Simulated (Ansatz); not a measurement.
Steps of a relaxation of C4H6F2, SMILES `F[C@H]1C[C@H](F)C1` with RKS PBE-D4/def2-SVP.

```sh
$ ansatz run in.yaml --threads 4 --pin off --events-out ev --progress --plain --max-ram 10444MiB
```

```yaml
crystal:
  periodic: [false, false, false]
  atoms:
    - {symbol: F, position_ang: [1.883400, -0.882200, -0.506600]}
    - {symbol: C, position_ang: [0.640900, -0.868700, 0.125200]}
    - {symbol: C, position_ang: [0.278700, 0.402300, 0.927900]}
    - {symbol: C, position_ang: [-0.329600, 0.949700, -0.319000]}
    - {symbol: F, position_ang: [-1.541500, 1.623100, -0.112300]}
    - {symbol: C, position_ang: [-0.581600, -0.515500, -0.750300]}
    - {symbol: H, position_ang: [0.559300, -1.791800, 0.700900]}
    - {symbol: H, position_ang: [1.210700, 1.000800, 1.272300]}
    - {symbol: H, position_ang: [-0.352900, 0.239300, 1.833700]}
    - {symbol: H, position_ang: [0.279400, 1.490500, -0.954800]}
    - {symbol: H, position_ang: [-0.473600, -0.723500, -1.797200]}
    - {symbol: H, position_ang: [-1.496400, -0.979400, -0.385800]}
basis:
  gaussian: {orbitals: def2-SVP}
hamiltonian: {xc: pbe, dispersion: d4}
relax: {f_tol: 0.03, max_steps: 200}
```

Positions (Å) and forces (eV/Å) along the path, 7 of 7 steps:

```xyz
12
step=1 energy=-9660.3013 eV
F     1.883   -0.882   -0.507   -0.603    0.502    0.068
C     0.641   -0.869    0.125   -0.642   -0.554    0.767
C     0.279    0.402    0.928    3.788    1.281    1.262
C    -0.330    0.950   -0.319   -4.900   -2.131    1.869
F    -1.542    1.623   -0.112    0.368    0.573   -0.229
C    -0.582   -0.515   -0.750    1.701    0.469   -0.683
H     0.559   -1.792    0.701    0.082   -0.663    0.222
H     1.211    1.001    1.272   -0.982   -0.719   -0.067
H    -0.353    0.239    1.834   -0.173   -0.025   -0.643
H     0.279    1.490   -0.955    1.830    1.545   -1.705
H    -0.474   -0.724   -1.797    0.041   -0.392   -1.305
H    -1.496   -0.979   -0.386   -0.509    0.115    0.444
12
step=2 energy=-9660.8157 eV
F     1.839   -0.911   -0.453    0.073   -0.005   -0.067
C     0.603   -0.902    0.176   -0.022    0.372   -0.103
C     0.359    0.435    0.927    0.851    0.016    0.492
C    -0.412    0.930   -0.291   -1.055   -0.153    0.186
F    -1.600    1.625   -0.040    0.443   -0.317   -0.123
C    -0.539   -0.525   -0.804    0.085    0.137    0.432
H     0.506   -1.840    0.752   -0.032   -0.164    0.078
H     1.279    1.005    1.248   -0.443   -0.329   -0.227
H    -0.275    0.292    1.823   -0.196    0.027   -0.100
H     0.196    1.535   -0.960    0.436    0.505   -0.426
H    -0.386   -0.734   -1.873    0.084   -0.036   -0.192
H    -1.492   -0.966   -0.470   -0.223   -0.053    0.051
12
step=3 energy=-9660.8504 eV
F     1.840   -0.900   -0.468    0.023    0.026   -0.026
C     0.611   -0.899    0.176   -0.142    0.078    0.014
C     0.366    0.431    0.933    0.190   -0.091    0.150
C    -0.411    0.931   -0.294   -0.324    0.155   -0.077
F    -1.595    1.617   -0.046    0.254   -0.188   -0.045
C    -0.541   -0.526   -0.791    0.014    0.034    0.114
H     0.519   -1.846    0.747    0.020   -0.013    0.003
H     1.271    0.985    1.254   -0.017   -0.009   -0.030
H    -0.302    0.296    1.807   -0.060   -0.019   -0.067
H     0.210    1.557   -0.968    0.033    0.028   -0.027
H    -0.387   -0.744   -1.865    0.007   -0.009    0.003
H    -1.504   -0.958   -0.450    0.002    0.008   -0.012
12
step=4 energy=-9660.8546 eV
F     1.837   -0.884   -0.478   -0.047    0.015   -0.017
C     0.607   -0.896    0.174   -0.011    0.072    0.038
C     0.366    0.429    0.935    0.111   -0.024    0.067
C    -0.408    0.937   -0.297   -0.050   -0.086   -0.036
F    -1.583    1.615   -0.054   -0.037    0.051    0.019
C    -0.548   -0.523   -0.784    0.100   -0.062    0.025
H     0.532   -1.847    0.742   -0.002   -0.016   -0.002
H     1.269    0.980    1.266   -0.010   -0.007   -0.012
H    -0.316    0.289    1.796   -0.044   -0.008   -0.028
H     0.221    1.554   -0.972    0.018    0.014   -0.021
H    -0.392   -0.754   -1.855   -0.021    0.008   -0.026
H    -1.508   -0.956   -0.439   -0.006    0.043   -0.007
12
step=5 energy=-9660.8559 eV
F     1.836   -0.868   -0.488   -0.042    0.023   -0.002
C     0.612   -0.894    0.173   -0.029    0.055    0.003
C     0.365    0.428    0.939    0.012   -0.054   -0.032
C    -0.404    0.935   -0.300   -0.002   -0.058   -0.001
F    -1.574    1.626   -0.062   -0.010    0.010    0.004
C    -0.549   -0.527   -0.782    0.061    0.007    0.079
H     0.551   -1.850    0.735   -0.011   -0.008    0.010
H     1.263    0.977    1.287   -0.002    0.008   -0.027
H    -0.333    0.285    1.788   -0.015   -0.024   -0.022
H     0.231    1.546   -0.976    0.017    0.005   -0.015
H    -0.410   -0.765   -1.854    0.013    0.020   -0.011
H    -1.511   -0.949   -0.426    0.009    0.017    0.013
12
step=6 energy=-9660.8568 eV
F     1.832   -0.857   -0.495    0.009    0.004   -0.002
C     0.613   -0.893    0.174   -0.012    0.005   -0.014
C     0.364    0.425    0.940   -0.022    0.004   -0.007
C    -0.401    0.934   -0.302    0.034   -0.013    0.014
F    -1.568    1.630   -0.066   -0.002    0.002   -0.006
C    -0.549   -0.528   -0.777   -0.025   -0.003   -0.005
H     0.558   -1.851    0.733   -0.002    0.005    0.003
H     1.258    0.976    1.291    0.005    0.005    0.002
H    -0.343    0.276    1.781    0.008   -0.002   -0.007
H     0.239    1.541   -0.979   -0.006   -0.007    0.010
H    -0.415   -0.767   -1.850    0.007    0.001    0.008
H    -1.511   -0.943   -0.416    0.006   -0.001    0.003
12
step=7 energy=-9660.8569 eV
F     1.831   -0.850   -0.499    0.002   -0.001   -0.001
C     0.613   -0.892    0.172    0.003   -0.001    0.001
C     0.362    0.424    0.941   -0.003   -0.001   -0.001
C    -0.399    0.933   -0.302   -0.005   -0.001    0.003
F    -1.565    1.634   -0.071    0.000    0.005   -0.001
C    -0.551   -0.528   -0.775    0.002    0.002    0.005
H     0.563   -1.851    0.731   -0.002    0.002    0.001
H     1.254    0.976    1.295    0.001   -0.001    0.000
H    -0.346    0.273    1.780    0.000   -0.003   -0.002
H     0.245    1.535   -0.978    0.002    0.002   -0.003
H    -0.418   -0.769   -1.848   -0.001   -0.001   -0.001
H    -1.512   -0.943   -0.411    0.002   -0.002    0.001
```

It took 8 s on 4 threads of an Arm Neoverse V2 on a shared host, with 0.16 GiB of host memory at the peak.
